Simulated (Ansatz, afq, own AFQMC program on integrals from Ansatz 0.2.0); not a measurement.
Ni⁺, quartet: AFQMC among the cluster methods

A free Ni cation.

Basis def2-TZVPP. Noble-gas cores (and the filled d shells of Ga–Kr and In–Xe) are frozen. Ansatz 0.2.0 and our own AFQMC program on the same integrals; the CISD trial comes from CCSD amplitudes, and released means the phaseless constraint is let go. Error bars are statistical, one sigma. The metal's outer-core s and p shells are frozen, which shifts wave-function levels against functionals.

Determinant: UHF, the one that the program's search chose, which needn't be the lowest solution.

No full CI on the walks' own integrals is used here; CCSDT(Q) serves as the reference and is uncertain by about the last step of the cluster series.

Cautions: no relativity below Rb; outer-core shells of the metal frozen; another spin lies lower.

```
T1 diagnostic                               : 0.0110
weight of the determinant in the CISD state : 0.960
⟨S²⟩ of the determinant                     : 3.752
size of the correlated space                : 9 electrons in 55 orbitals
```

```json
{"level": "MP2", "correlation energy (eV)": "-7.4627"}
{"level": "CCSD", "correlation energy (eV)": "-7.1615"}
{"level": "CCSD(T)", "correlation energy (eV)": "-7.3337"}
```

(1) Estimate where phaseless AFQMC with a CISD trial lies against CCSD(T) on the same integrals.

(1) 8.1 ± 1.4 meV above CCSD(T).

Reference: CCSDT(Q), correlation energy -7.330 eV. The released energy is read at 2.40 1/Eh (meV from the phaseless value at times in 1/Eh: 2.5 ± 2.4 at 0.24, -1.7 ± 2.1 at 0.51, 1 ± 3 at 0.99, 1 ± 3 at 1.62, 0 ± 4 at 2.40).

```tsv
level	E − E(reference) (meV)	share of correlation (%)
CCSD(T)	-3.3	100.04
CCSDT	-0.5	100.01
ph-AFQMC/CISD	4.9 ± 1.4	99.93
released AFQMC	4.8 ± 3.5	99.93
```

Released energies are given only where the last usable release times agree within the noise; a slower fall can still hide under it.
